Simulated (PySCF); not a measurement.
[BF2]+ at several levels of theory

All levels use the PBE0 minimum (singlet; B–F 1.226 Å (×2); F–B–F 180.0°), basis [B def2-TZVP, F def2-TZVP], no relativity, density fitting, no spin–orbit coupling, PySCF. For vertical energies the ionised species is a doublet (spins chosen at PBE0 and kept) and the electron-attached one a doublet. Open shells are unrestricted, also as the reference of the correlated levels. A dash marks a value that was not computed or is not defined at that level.

```
 level  vertical IP (eV)  vertical EA (eV)  −ε(HOMO) (eV)  gap (eV)
  PBE0                 ?                 ?              ?         ?
    HF             25.94              5.32          28.28     23.20
   MP2             27.19              5.86              –         –
   PBE             25.67              6.22          20.56     11.10
 B3LYP             26.14              6.24          22.36     13.54
r2SCAN             25.86              6.14          21.08     12.24
 TPSSh             25.81              6.07          21.52     12.69
 M06-L                 ?                 ?              ?         ?
   M06             26.25              5.85          22.72     14.34
```

Question: Fill in the row of M06-L.

Answer: vertical IP (eV) 25.57, vertical EA (eV) 5.56, −ε(HOMO) (eV) 20.83, gap (eV) 12.40.

Question: Fill in the row of PBE0.

Answer: vertical IP (eV) 26.12, vertical EA (eV) 6.14, −ε(HOMO) (eV) 22.69, gap (eV) 14.31.

Spin contamination in at least one species weakens the values at: HF, MP2.
